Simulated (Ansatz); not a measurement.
# CHClF− (SMILES F[CH-]Cl): molecular dynamics

Aim: follow the atoms for 60 steps of 0.5 fs at constant energy, with velocities drawn for 300 K.

Method: PBE0-D4/def2-SVPD; program: Ansatz 0.2.0, Gaussian basis.

1 further run of the same task is left out (it didn't finish).

### 1 Where the work starts

SMILES `F[CH-]Cl`, 4 atoms, charge -1, spin multiplicity 1.

Atoms are counted from 1 here; the program's logs count them from 0.

Bond lengths: F1–C2 1.441 Å, C2–Cl3 1.870 Å, C2–H4 1.126 Å. Angles: F1–C2–Cl3 103.8°, F1–C2–H4 101.4°, Cl3–C2–H4 100.1°.

Coordinates:

```xyz
4
CHClF
F    -1.26164   -0.17624   -0.39672
C    -0.14813    0.31452    0.37451
Cl    1.04792   -1.12344    0.39465
H     0.36184    0.98515   -0.37244
```

### 2 Dynamics

md/in.yaml

```yaml
crystal:
  periodic: [false, false, false]
  atoms:
    - {symbol: F, position_ang: [-1.261640, -0.176240, -0.396720]}
    - {symbol: C, position_ang: [-0.148130, 0.314520, 0.374510]}
    - {symbol: Cl, position_ang: [1.047920, -1.123440, 0.394650]}
    - {symbol: H, position_ang: [0.361840, 0.985150, -0.372440]}
basis:
  gaussian: {orbitals: def2-SVPD}
total_charge: -1
hamiltonian: {xc: pbe0, dispersion: d4}
md: {n_steps: 60, timestep: 0.5, temperature: 300, ensemble: nve, seed: 777, initial_velocities: maxwell_boltzmann}
```

Started as:

```bash
> ansatz run in.yaml --threads 2 --pin off --events-out ev --progress --plain --max-ram 3481MiB
```

**Question.** What will these runs give? Wanted: temperature at the start; mean temperature, second half; lowest and highest potential energy, from the first frame; largest change of potential + kinetic.

As calculated:

```
                                                 quantity              value
                                                   length  60 steps, 30.0 fs
                                 temperature at the start              300 K
                            mean temperature, second half              276 K
lowest and highest potential energy, from the first frame     -19 and 39 meV
                    largest change of potential + kinetic            0.5 meV
```

What this shows: With no thermostat the total energy should stay fixed; it holds within 0.5 meV, small beside the kinetic energy, so the time step serves. With 4 atoms the instant temperature spans 152 to 372 K. The bonding pattern stays as it was.
